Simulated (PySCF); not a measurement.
Coordinates in bohr (charge 1 multiplicity 1):
```
P     0.0000    0.0000    0.0000
O     0.0000    0.0000    2.7468
O     0.0000    0.0000   -2.7468
```

All numbers come from BP86/[P def2-TZVP, O def2-TZVP], no relativity, density fitting, PySCF.

This geometry of [PO2]+ is a stationary point at this level.

Problem. What is the point group?

Solution. D∞h.

Problem. Is it a minimum?

Solution. Yes: all harmonic wavenumbers are real.

Problem. List the harmonic modes with their infrared intensities.

Solution. 
| symmetry | ω (cm⁻¹) | IR (km/mol, summed over degenerate members) | type |
| --- | --- | --- | --- |
| πu | 271 | 72.2 | bend |
| σg+ | 1061 | 0.0 | stretch |
| σu+ | 1526 | 19.5 | stretch |

Problem. Give the atomic charges and bond orders.

Solution. 
```
atom  Mulliken  Löwdin  polar tensor  Mayer order to P1
  P1      1.06    0.85          1.19                  –
O2,3     -0.03    0.07         -0.09               2.33
```

In D∞h the vibrations span πu + σg+ + σu+. The σg+ mode carries no infrared intensity, as symmetry demands. With a centre of inversion only u modes can be infrared active and only g modes Raman active.

Only a few start shapes were tried, so a lower isomer may exist.
